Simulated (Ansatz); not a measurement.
in.yaml

```yaml
crystal:
  periodic: [false, false, false]
  atoms:
    - {symbol: B, position_ang: [0.000000, -0.387194, 2.217723]}
    - {symbol: C, position_ang: [0.000000, 0.254770, -1.846894]}
    - {symbol: H, position_ang: [0.000000, 0.423314, 3.093993]}
    - {symbol: H, position_ang: [0.000000, 1.248069, -2.299580]}
    - {symbol: H, position_ang: [0.000000, -0.554258, -2.573604]}
basis:
  gaussian: {orbitals: cc-pVDZ}
magnetization: {spin_polarized: false, initial_magnetization: 2}
correlation: {method: sc_nevpt2, electrons: outside_noble_gas, active_space: {window: {electrons: 4, orbitals: 4}}}
```

```sh
$ ansatz run in.yaml --threads 1 --pin off --events-out ev --progress --plain --max-ram 2393MiB
```

Output:

```
397 factors; integrals over basis functions are off by at most 1.3e-3 eV
mean field evaluation 1: about -1733.4340 eV, gradient 2.5e1 eV
mean field evaluation 2: about -1733.4340 eV, gradient 2.5e1 eV
mean field evaluation 4: about -1741.9859 eV, gradient 8.9e0 eV
mean field evaluation 8: about -1742.6465 eV, gradient 6.4e-1 eV
mean field evaluation 16: about -1742.6474 eV, gradient 7.8e-1 eV
mean field evaluation 32: about -1741.2714 eV, gradient 3.8e-2 eV
mean field -1742.65077664 eV, -64.0412348304 hartree, gradient 9.6e-7 eV, S^2 2.000000; 3 other end points of the search recorded, 0 dependent functions left out
reference -1742.65077664 eV, -64.0412348304 hartree; 8, 6 occupied and 35, 37 virtual orbitals, 397 factors
state -1743.23868685 eV, -64.0628401323 hartree
state -1743.23868685 eV, -64.0628401323 hartree; corrected -1747.03384520 eV, -64.2023096292 hartree
Total energy: -1747.03384520 eV, -64.2023096292 hartree
```

For the same geometry and basis UCCSDT(Q) lies 1303.0 meV lower.

Ran on 1 thread of Arm Neoverse V2, shared host: 1.1 s wall, 0.07 GiB peak host memory.
